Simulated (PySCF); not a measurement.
Molecule: SMILES c1cncnc1, C$_{4}$H$_{4}$N$_{2}$.

Atoms are numbered as in `[cH:1]1[cH:2][n:3][cH:4][n:5][cH:6]1`; H(Xn) means a hydrogen on atom n.

Geometry PBE0-D3(BJ)/def2-SVP throughout; GIAO in PySCF 2.14.0 with density-fitted response routines, gas phase, one conformer, non-relativistic; equivalent atoms averaged; functional PBE0.

**Question.** How do the shifts δ (against TMS, NH3 at the same level) depend on the basis set? (ppm; last column core-seconds on shared hosts with different chips, so compare them loosely)

**Answer.** 
```
    basis set  functions     C4  C2/C6     C1  N3/N5  H(C4)  H(C2)/H(C6)  H(C1)  core-s
       STO-3G         34  125.5  124.5  104.8  256.4   9.92         8.92   7.33     3.5
        6-31G         62  154.8  150.5  119.9  311.6   9.88         9.09   7.50     7.8
     pcSseg-0         62  174.4  169.2  132.6  358.0  10.20         9.20   7.35     6.2
       6-31G*         92  153.8  150.2  116.5  293.1   9.42         8.68   6.94      12
     def2-SVP        104  157.9  154.1  119.8  315.2   9.15         8.52   6.91      11
      cc-pVDZ        104  158.4  155.0  121.8  316.5   9.40         8.70   7.01      12
     pcSseg-1        122  166.1  162.8  126.7  338.6   9.42         8.82   7.13      13
  aug-cc-pVDZ        174  160.5  155.5  120.5  310.7   9.60         9.02   7.40      24
6-311+G(2d,p)        186  164.2  160.9  124.7  325.0   9.50         8.95   7.32      24
    def2-TZVP        210  165.5  162.6  126.3  332.5   9.46         8.89   7.29      30
      cc-pVTZ        236  164.7  161.3  125.5  331.8   9.42         8.86   7.30      36
     IGLO-III        250  169.3  166.2  129.4  335.1   9.50         8.93   7.32      37
     pcSseg-2        272  170.7  167.6  130.4  338.6   9.47         8.91   7.32      27
```

**Question.** Which nucleus moves most, in ppm?

**Answer.** N3/N5 (pyridine-type ring nitrogen): from 256.4 ppm with STO-3G to 358.0 ppm with pcSseg-0. The smallest spread is 0.59 ppm, at H(C1). Proton shifts span only some 12 ppm, so a few tenths of a ppm matter as much there as several ppm in carbon.

**Question.** Taking the largest basis, pcSseg-2 (272 functions), as the yardstick, rank the others by their worst heavy-atom deviation.

**Answer.** IGLO-III 3.5 ppm (250 functions), pcSseg-1 4.9 ppm (122 functions), def2-TZVP 6.1 ppm (210 functions), cc-pVTZ 6.8 ppm (236 functions), 6-311+G(2d,p) 13.7 ppm (186 functions), pcSseg-0 19.4 ppm (62 functions), cc-pVDZ 22.2 ppm (104 functions), def2-SVP 23.4 ppm (104 functions), 6-31G 27.0 ppm (62 functions), aug-cc-pVDZ 28.0 ppm (174 functions), 6-31G* 45.6 ppm (92 functions), STO-3G 82.2 ppm (34 functions).

A small basis that lands close on one nucleus may do so by chance; judge by the trend and by all nuclei.
